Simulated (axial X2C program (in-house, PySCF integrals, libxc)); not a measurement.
# LiP⁻: from the spin-free to the two-component result

Computed with an in-house all-electron X2C program for linear molecules (integrals from PySCF). Spin-free means the one-electron spin-free X2C Hamiltonian; two-component (2c) means X2C with spin–orbit coupling and atomic mean-field two-electron Coulomb and Gaunt terms, so the difference of the two also holds small scalar two-electron terms. Basis: P dyall-av3z [9s8p3d2f], Li dyall-av3z [9s9p3d] (cores contracted in-house); Gaussian nuclei, density fitting, unrestricted open shells. Masses: P 30.974 u, Li 7.016 u.

Spin-free state: M_S = 3/2, Λ = 0 (beyond evenly filled blocks: σα, π+α, π-α); fragments P + Li- for HF; P- + Li for MP2.

```csv
level,Re (Å),ωe (cm⁻¹),De (eV),μ (D)
HF,2.455,398.2,n/a,-8.82
MP2,2.458,388.1,1.593,n/a
```

Correlated methods: 7 electrons correlated (number of frozen shells: P 2 s, 1 p; Li 1 s), 191 virtual spin orbitals or spinors in MP2.

Dipoles are positive if Li is the positive end and refer to the centre of mass.

Two-component determinant lowest at the distance of the search:

Ω = 3/2 (⟨Sz⟩ = 1.50, ⟨Lz⟩ = 0.00 at HF); fragments P + Li- for HF; P- + Li for MP2.

| level | Re (Å) | ωe (cm⁻¹) | De (eV) | μ (D) |
| --- | --- | --- | --- | --- |
| HF | 2.455 | 398.1 | n/a | -8.82 |
| MP2 | 2.458 | 388.0 | 1.585 | n/a |

**Question.** From the two tables, how do the constants change at the MP2 level (2c against spin-free)?

**Answer.** At the MP2 level Re is unchanged within 0.001 Å and ωe is unchanged to within 0.2 cm⁻¹; De changes by -0.008 eV.

Occupations by symmetry block were frozen at the best pattern of an incomplete PBE0 search. Dissociation energies refer to the lowest single-determinant-based atoms at the same level and basis. De is not given where an atomic determinant may have missed its ground term or J level, or where the truncated virtual space spoils (T). Other states lie close and PBE0, whose exact exchange favours high spin, may order them wrongly; the determinant shown need not be the ground state. The nearest other spin-free determinant of the search, M_S = 1/2, Λ = 0, lies 0.02 eV up at the distance of the search. With several unpaired electrons one determinant need not be a pure state. A state of lower Ω lies just above, and one determinant can place such states too high, so the state shown need not be the lowest. The search has Ω = 1/2 only 0.02 eV up. This is the top spin component of a Σ state; components of lower Ω are not single determinants and can lie lower.
